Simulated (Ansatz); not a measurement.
B2H, quartet: the ladder up to full CI

Geometry: a point of a stretch scan, not a stationary point.

```xyz
3

B     0.0000    0.0000   -0.5709
B     0.0000    0.0000   -2.0913
H     0.0000    0.0000    2.6621
```

Basis 6-31G; Ansatz 0.2.0. Correlated methods freeze the noble-gas cores, which leaves 7 electrons in 18 orbitals. R marks a restricted (for open shells ROHF) determinant, U an unrestricted one. Active spaces: pair = (5e, 5o) about the gap; valence = (7e, 9o) chosen from the atoms' valence shells.

Full CI is exact within this basis and frozen core; it isn't the basis-set limit. The frozen core follows each run's orbitals, which can shift R against U totals by a few meV.

Unrestricted rows (U) aren't spin-pure: their determinants' ⟨S²⟩ exceeds S(S+1) by up to 0.99, so they mix in states of higher spin. Coupled cluster chose its determinant by a search with trial CCSD, here up to 1.65 eV above the lowest Hartree–Fock solution of its kind.

The R cluster runs have T1 = 0.292 on a determinant 1.65 eV above the lowest RHF solution, too large to trust, so RMP2, RCCSD, RCCSD(T), RCCSDT(Q), RCCSDT aren't compared. BCCD(T) turns its orbitals far from the restricted determinant (T1 = 0.342 for the singles of that rotation), so its spin and state can't be checked, and it isn't compared.

```
UHF ⟨S²⟩                          : 4.735
T1 diagnostic (RCCSD)             : 0.2921
largest doubles amplitude (RCCSD) : 0.221
T1 diagnostic (UCCSD)             : 0.0181
```

```tsv
level	E − E(determinant under the R cluster runs) (eV)
UHF	-3.9806
UMP2	-5.3189
UCCSD	-5.7824
UCCSD(T)	-5.8258
```

(1) Estimate how far full CI in 6-31G lies from UCCSD(T). The table doesn't fix it; the size of (T) and the diagnostics are the guide.

(1) Full CI in 6-31G lies 1.09 kcal/mol below UCCSD(T), which is 109 % of the (T) step (-1.00 kcal/mol). More than one determinant leads, and the rest is a large part of (T). The miss exceeds 1 kcal/mol.

The other levels:

```tsv
level	E − E(full CI) (kcal/mol)	share of correlation (%)	wall time
UCCSDT	0.27	99.80	–
UCCSDT(Q)	0.08	99.94	8.5 s
RCCSDTQ*	0.03	99.97	70 s
UCCSDTQ	0.01	99.99	70 s
CASSCF (pair space)	43.39	67.97	–
NEVPT2 (pair space)	14.71	89.14	1.5 s
MRCISD (pair space)	2.58	98.10	–
MRCISD+Q (pair space)	0.04	99.97	2.5 s
CASSCF (valence space)	12.51	90.77	–
NEVPT2 (valence space)	3.97	97.07	4 s
MRCISD (valence space)	0.33	99.76	–
MRCISD+Q (valence space)	0.16	99.88	7.5 s
```

An asterisk marks runs whose energy the program itself flagged as in doubt.

The correlation energy at full CI, counted from the determinant under the R cluster runs, is -5.873 eV. That run took 35 s on 1 thread of Intel Xeon, shared host over 331,072 determinants.

Run but not shown, since their state, orbitals or frozen core can't be matched to the reference's or they repeat it: RHF, RMP2, CISD, RCCSD, RCCSD(T), BCCD(T), RCCSDT, CISDTQ, RCCSDT(Q).

Times hold each run's SCF and search for its determinant on a shared host, so for small cases they say little of a method's own cost; they ran on 1 thread of Intel Xeon. Some runs computed forces too.

The full-CI state has the irrep A2 of C2v, in the program's axes (one component, if the state is degenerate).

Natural occupations of full CI about the gap: 1.951 1.217 1.000 0.978 0.978 0.770 0.035 0.035 0.016 0.006; effectively unpaired electrons, Σ n²(2−n)², 4.82. No single determinant describes this state well, so single-reference rows can miss without a flag.
